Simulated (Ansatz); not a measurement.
Relaxation of AlH6NO (9 atoms, charge 0, multiplicity 1), to a largest force component of 0.03 eV/Å in at most 50 steps.

The calculation used RKS PBE/def2-SVP in Ansatz.

```xyz
9
Properties=species:S:1:pos:R:3:forces:R:3
Al -1.236 -0.491 -0.106 1.12 0.25 0.77
O 1.156 1.155 -1.353 -0.28 -0.10 -0.13
H -1.008 -1.802 -0.985 -0.01 0.00 -0.03
H -2.456 0.529 -0.201 0.03 0.02 0.02
H 1.157 0.888 -0.412 -0.04 -0.10 0.42
N 0.029 -0.246 1.262 -0.79 -0.06 -0.99
H 1.730 0.480 -1.760 -0.01 -0.03 -0.03
H 0.711 -0.955 1.546 -0.04 -0.01 -0.04
H -0.083 0.442 2.011 0.01 0.04 0.02
```

Where does it end, and by what steps?

The run converged. After 22 steps the energy has fallen by 1.398 eV; H5 moved furthest, 1.41 Å. Parted: O2–H5. Joined: Al1–O2, H5–N6.

| step | energy less start (eV) | largest force component (eV/Å) | accepted |
| --- | --- | --- | --- |
| 0 | 0.0000 | 1.123 | yes |
| 1 | -0.1518 | 0.688 | yes |
| 2 | -0.3477 | 0.870 | yes |
| 3 | -0.5753 | 0.502 | yes |
| 4 | -0.5597 | 1.472 | no |
| 5 | -0.6614 | 0.243 | yes |
| 6 | -0.6806 | 0.248 | yes |
| 7 | -0.6759 | 0.725 | no |
| 8 | -0.6890 | 0.070 | yes |
| 9 | -0.6930 | 0.071 | yes |
| 10 | -0.6937 | 0.051 | yes |
| 11 | -0.6942 | 0.075 | yes |
| 12 | -0.6947 | 0.081 | yes |
| 13 | -0.6986 | 0.378 | yes |
| 14 | -0.7407 | 1.138 | yes |
| 15 | -0.9512 | 1.169 | yes |
| 16 | -1.1100 | 1.812 | yes |
| 17 | -1.3070 | 0.525 | yes |
| 18 | -1.3285 | 1.304 | yes |
| 19 | -1.2974 | 0.644 | no |
| 20 | -1.3802 | 0.724 | yes |
| 21 | -1.3952 | 0.084 | yes |
| 22 | -1.3984 | 0.026 | yes |

```xyz
9
Properties=species:S:1:pos:R:3
Al -0.650 -0.184 -0.646
O 0.738 0.647 -1.357
H -0.775 -1.775 -0.897
H -1.989 0.679 -0.385
H 1.178 0.390 0.908
N 0.299 -0.079 1.183
H 0.829 0.803 -2.309
H 0.537 -0.983 1.613
H -0.168 0.501 1.891
```

Time of the run: 16 s on 2 threads of AMD EPYC 9R14 (Zen 4) (shared host), peak memory 0.15 GiB.
